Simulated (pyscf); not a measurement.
A first-order saddle from PySCF, ωB97X-D3(BJ)/def2-SVP:

```xyz
6

Cl     0.0812     0.3179     1.4130
Ga    -1.6322    -0.2397    -0.2416
Cl    -1.3827    -2.3018    -0.7462
H     -2.9649     0.4460     0.1204
H      0.0241     0.6860    -0.0580
H     -0.4759     0.6825    -1.0711
```

Surface: singlet, charge 0. Lowest wavenumbers (cm⁻¹): 1097i, 108, 292, 412, 443.

### Question
Which two sides does it connect, and which bonds change?

### Answer
Cl–GaH–Cl (SMILES [Cl][GaH][Cl]) + H₂ (SMILES [H][H]) ⇌ HCl (SMILES Cl) + Cl–GaH₂ (SMILES [Cl][GaH2]), a four-centre exchange read from left to right: Cl–Ga, H–H broken and Cl–H, Ga–H formed. At ωB97M-D3(BJ)/def2-TZVP it lies +1.38 eV from the left side and +0.37 eV from the right (each side as separated species at their lowest minima found). On the product side the descent ends in an adduct with a Cl–Ga contact, 0.39 eV under the separated species and 0.63 eV under the saddle at ωB97X-D3(BJ)/def2-TZVP. What is counted as broken (Cl–Ga) persists as a longer contact in the product adduct; parting that adduct is a step of its own. One saddle was located; it need not be the lowest between these sides. Elements up to Kr have no core potential and no relativistic terms here.
